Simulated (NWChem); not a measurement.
CH3O cation; SMILES C=[OH+]

All runs: NWChem. The geometry was optimised at PBE-D3(BJ)/def2-SVP. Field at 589 nm.

For level B3LYP/def2-SVP:

- isotropic polarisability (bohr³): 12.1
- anisotropy (bohr³): 8.9

Question: How do the values read with level B3LYP/def2-TZVPD instead?

Answer: 
| Quantity | Result |
|---|---|
| isotropic polarisability (bohr³) | 14.4 |
| anisotropy (bohr³) | 7.6 |
